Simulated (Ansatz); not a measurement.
**AlH2+ (triplet): wave-function methods side by side at distance Al1–H2 = 2.798 Å, cc-pVQZ**

The task here is to estimate one member of a computed series from the others.

Computed with Ansatz 0.2.0, Gaussian basis. Level: cc-pVQZ, core rule «outside noble gas», up to 5 orbitals frozen.

To be run: UHF; CCSD(T) on ROHF; CCSD(T) on UHF; BCCD(T) on ROHF; CCSDT(Q) on ROHF; CCSDT(Q) on UHF; CASSCF and MRCISD+Q, 4 electrons in 6 orbitals; CASSCF and NEVPT2, 4 electrons in 6 orbitals; Full CI.

4 further runs of the same task are left out: 4 for a known fault of the program. Runs told in other sessions of the task aren't counted.

## What is computed

The geometry derives from a PBE0/def2-TZVP stationary point (not a proven minimum). One bond is set to the value named and the two fragments are kept rigid.

3 atoms, charge 1, spin multiplicity 3.

Atoms are counted from 1 here; the program's logs count them from 0.

Bond lengths: Al1–H3 1.722 Å.

The first run:

Contents of in.yaml:

```yaml
crystal:
  periodic: [false, false, false]
  atoms:
    - {symbol: Al, position_ang: [0.000000, -0.019532, -0.133983]}
    - {symbol: H, position_ang: [0.000000, 1.441976, 2.251976]}
    - {symbol: H, position_ang: [0.000000, -0.919111, 1.334608]}
basis:
  gaussian: {orbitals: cc-pVQZ}
total_charge: 1
magnetization: {spin_polarized: true, initial_magnetization: 2}
hamiltonian: {xc: hf}
output: {orbitals: {seedname: orbitals}}
```

The run is started by

```sh
$ ansatz run in.yaml --threads 1 --pin off --events-out ev --progress --plain --max-ram 4096MiB --backend cpu
```

Among the steps run: UHF; CCSD(T) on ROHF; CCSD(T) on UHF; BCCD(T) on ROHF; CCSDT(Q) on ROHF; CCSDT(Q) on UHF; CASSCF and MRCISD+Q, 4 electrons in 6 orbitals; CASSCF and NEVPT2, 4 electrons in 6 orbitals; Full CI.

One table of the session follows, with a row left open; its other results are not shown here.

It belongs to the step «Misses and costs». 

| method | from FCI (kJ/mol) |
| --- | --- |
| ROHF | ? |
| UHF | +134.7 |
| RMP2 | +41.6 |
| UMP2 | +38.7 |
| RCCSD | +4.0 |
| UCCSD | +2.9 |
| RCCSD(T) | +0.9 |
| UCCSD(T) | +0.7 |
| BCCD(T) | +0.9 |
| RCCSDT | 0.0 |
| UCCSDT | -0.1 |
| RCCSDT(Q) | 0.0 |
| UCCSDT(Q) | -0.1 |
| CASSCF valence | +61.3 |
| NEVPT2 valence | +17.2 |
| MRCISD valence | +2.0 |
| MRCISD+Q valence | +1.1 |
| FCI | 0 |

**Question.** Estimate the row for ROHF.

**Answer.** from FCI (kJ/mol): +152.2. In the column «from FCI (kJ/mol)» it is the highest.

Caveats from the session: Levels on UHF freeze UHF's core orbitals, full CI those of ROHF, so the U rows can settle a little off it for that reason alone. Restricted and unrestricted rows rest on different reference determinants; a gap between their highest levels can come from leftover correlation error, from unlike frozen cores or from another state.
